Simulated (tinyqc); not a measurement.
Inside a calculation. Method: UHF in the sto-6g basis, for BH3, spin multiplicity 1. One step of it, computed by the program tinyqc.

Problem. Iteration 2: DIIS coefficients. Solve [B -1; -1 0][c; lambda] = [0; -1] for the coefficients, which sum to one.

B (overlaps of the stored error matrices):
```
                1               2
1   1.5568055e+00  -6.8509218e-01
2  -6.8509218e-01   3.2807613e-01
```

Give: DIIS coefficients.

Solution.

DIIS coefficients: 0.3113  0.6887
